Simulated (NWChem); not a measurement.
# isobutane (C4H10); SMILES CC(C)C

```xyz
14

C      0.4645     1.3775    -0.0950
C      0.0000     0.0000     0.3675
C      0.9606    -1.0910    -0.0950
C     -1.4252    -0.2864    -0.0950
H      1.4803     1.6037     0.2662
H      0.4834     1.4360    -1.1967
H     -0.2057     2.1728     0.2676
H      0.0000     0.0000     1.4736
H      1.9845    -0.9083     0.2676
H      1.0019    -1.1366    -1.1967
H      0.6487    -2.0838     0.2662
H     -1.7789    -1.2645     0.2676
H     -2.1290     0.4801     0.2662
H     -1.4853    -0.2994    -1.1967
```
Atoms are numbered in this order, from 1.

Results from NWChem. Coordinates come from a PBE0/def2-SVP optimisation. Vertical excitations in the gas phase.

Q: Estimate the computed values for PBE/def2-SVP, TDA. Quantities: lowest excitation, singlet (eV); oscillator strength of that lowest state; lowest state with f > 0.02, singlet (eV); oscillator strength of that bright state; orbital gap (eV).

A: 
| Item | Result |
|---|---|
| lowest excitation, singlet (eV) | 8.46 |
| oscillator strength of that lowest state | 0.005 |
| lowest state with f > 0.02, singlet (eV) | 8.77 |
| oscillator strength of that bright state | 0.062 |
| orbital gap (eV) | 8.35 |
